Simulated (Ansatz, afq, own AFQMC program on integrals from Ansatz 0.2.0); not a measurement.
CH4N, doublet in 6-31G, levels against CCSDT(Q)

| atom | x (Å) | y (Å) | z (Å) |
| --- | --- | --- | --- |
| N | -0.0720 | 0.0000 | 0.5126 |
| C | 0.0658 | 0.0000 | -0.5797 |
| H | 0.2380 | -0.8326 | 0.9886 |
| H | 0.2380 | 0.8326 | 0.9886 |
| H | -0.1293 | -0.9302 | -1.0962 |
| H | -0.1293 | 0.9302 | -1.0962 |

Connectivity, by distances: NH2–CH2.

Basis 6-31G. Only valence electrons are correlated. AFQMC by an in-house program on the Cholesky factors that Ansatz 0.2.0 writes for its CCSD(T) run. ph-AFQMC/CISD is guided by a CISD state made of CCSD amplitudes; releasing the constraint for a short imaginary time cuts its bias at the price of noise, slowly where states lie close. ± is one standard error of the sampling.

Determinant: UHF, the one that the program's search chose, which needn't be the lowest solution. The geometry is a point of a scan.

No full CI on the walks' own integrals is used here; CCSDT(Q) serves as the reference and is uncertain by about the last step of the cluster series.

- T1 diagnostic: 0.0104
- weight of the determinant in the CISD state: 0.923
- ⟨S²⟩ of the determinant: 0.758
- size of the correlated space: 13 electrons in 24 orbitals

Reference: CCSDT(Q), correlation energy -5.534 eV. The released energy is read at 1.50 1/Eh (meV from the phaseless value at times in 1/Eh: 0 ± 9 at 0.24, -15 ± 9 at 0.50, -19 ± 10 at 1.00, -19 ± 9 at 1.50).

```csv
level,E − E(reference) (mEh),share of correlation (%)
HF,203.35,0.00
MP2,26.75,86.85
CCSD,3.76,98.15
CCSD(T),0.65,99.68
CCSDT,0.33,99.84
ph-AFQMC/CISD,0.44 ± 0.28,99.78
released AFQMC,-0.26 ± 0.35,100.13
```

A walk keeps the symmetry of its determinant, which the program's search chose and which needn't be the lowest solution, so a lower state of the same spin and another symmetry isn't excluded. Released energies are given only where the last usable release times agree within the noise; a slower fall can still hide under it.
